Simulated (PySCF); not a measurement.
How methods differ on the ionisation energy of Al

Al [Ne] 3s2 3p1 (2P) → Al⁺ [Ne] 3s2 (1S), as a difference of total energies. Calculation: PySCF 2.14, in def2-QZVPPD (10s6p5d2f1g, 76 functions); no relativity, point nucleus. Correlated levels: valence: [Ne] frozen. The calculations carry no spin-orbit coupling.

| method | ionisation energy (eV) | plus first-order spin-orbit estimate | error of that sum (eV) |
| --- | --- | --- | --- |
| UHF | 5.609 | 5.617 | -0.369 |
| MP2 (valence) | 5.852 | 5.860 | -0.126 |
| SCS-MP2 (valence) | 5.838 | 5.846 | -0.140 |
| CCSD (valence) | 5.933 | 5.941 | -0.045 |
| CCSD(T) (valence) | 5.968 | 5.976 | -0.010 |

Reference: 5.986 eV (measured; NIST Atomic Spectra Database, ionization energies).

A first-order spin-orbit estimate (lowest level to lowest level, LS coupling) adds 0.008 eV.

Errors of the correlated levels include the incompleteness of this basis and the frozen core.
